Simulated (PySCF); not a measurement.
## `C(=C=C(C)C)F`, C5H7F

Molfile (atoms numbered from 1):
```
C5H7F
     RDKit          3D

 13 12  0  0  0  0  0  0  0  0999 V2000
    0.0440    1.5869    0.7180 C   0  0  0  0  0  0  0  0  0  0  0  0
   -0.1208    0.1415    0.3537 C   0  0  0  0  0  0  0  0  0  0  0  0
   -1.4370   -0.4904    0.6970 C   0  0  0  0  0  0  0  0  0  0  0  0
    0.8307   -0.5312   -0.2358 C   0  0  0  0  0  0  0  0  0  0  0  0
    1.7934   -1.2149   -0.7733 C   0  0  0  0  0  0  0  0  0  0  0  0
    1.9563   -1.3195   -2.1096 F   0  0  0  0  0  0  0  0  0  0  0  0
   -0.7230    2.1901    0.2225 H   0  0  0  0  0  0  0  0  0  0  0  0
   -0.0904    1.7224    1.7957 H   0  0  0  0  0  0  0  0  0  0  0  0
    1.0247    1.9652    0.4348 H   0  0  0  0  0  0  0  0  0  0  0  0
   -1.4727   -1.5365    0.3977 H   0  0  0  0  0  0  0  0  0  0  0  0
   -2.2529    0.0459    0.2026 H   0  0  0  0  0  0  0  0  0  0  0  0
   -1.6178   -0.4237    1.7744 H   0  0  0  0  0  0  0  0  0  0  0  0
    2.5518   -1.7624   -0.2258 H   0  0  0  0  0  0  0  0  0  0  0  0
  1  2  1  0
  2  3  1  0
  2  4  2  0
  4  5  2  0
  5  6  1  0
  1  7  1  0
  1  8  1  0
  1  9  1  0
  3 10  1  0
  3 11  1  0
  3 12  1  0
  5 13  1  0
M  END
```

Method: quadratic response CAM-B3LYP/def2-TZVPD first hyperpolarisability, Taylor convention, gas phase (PySCF). Geometry: PBE0-D3(BJ)/def2-TZVP.

Q: Give the tensor of the second harmonic β(−2ω;ω,ω) at 1064 nm in the axes of these coordinates.

A: In au, Taylor convention; rows are the first index (the induced dipole):
```tsv
	xx	yy	zz	xy	xz	yz
x	-7.5	-0.9	+28.8	-2.2	-11.3	-3.4
y	-2.3	+8.5	-20.2	-1.0	-3.4	-12.9
z	-10.0	-12.1	-75.2	-4.1	+28.2	-19.7
```
Norm of βᵢ = ⅓ Σⱼ (βᵢⱼⱼ + βⱼᵢⱼ + βⱼⱼᵢ): 101.6 au, hyper-Rayleigh value 42.0 au.
